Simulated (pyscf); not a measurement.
Optimised with ωB97X-D3(BJ)/def2-SVP in PySCF.

SMILES: CCCC
```xyz
14

C      1.1077     0.3841    -1.7233
C     -0.1362    -0.3870    -1.2857
C     -1.0739     0.4343    -0.3988
C     -2.3148    -0.3387     0.0437
H      0.8350     1.2844    -2.2987
H      1.7654    -0.2316    -2.3572
H      1.6968     0.7153    -0.8518
H      0.1648    -1.3019    -0.7440
H     -0.6917    -0.7327    -2.1762
H     -0.5172     0.7838     0.4894
H     -1.3784     1.3469    -0.9424
H     -2.9761     0.2792     0.6718
H     -2.0388    -1.2331     0.6269
H     -2.9014    -0.6797    -0.8257
```
Charge 0, spin multiplicity 1.

Problem. How much does it cost (ΔH, 298 K, ωB97M-D3(BJ)/def2-TZVP) to split H₃C–CH₂–CH₂–CH₃ (SMILES CCCC) at its C–H bond into H₃C–CH•–CH₂–CH₃ + H•?

Solution. C–H to H₃C–CH•–CH₂–CH₃ + H•: 4.27 eV. The 7 functionals that were run give +4.02 (r²SCAN) to +4.27 eV (ωB97M-D3(BJ)). Other isomers of H₃C–CH•–CH₂–CH₃ were not searched in full and may lie lower.
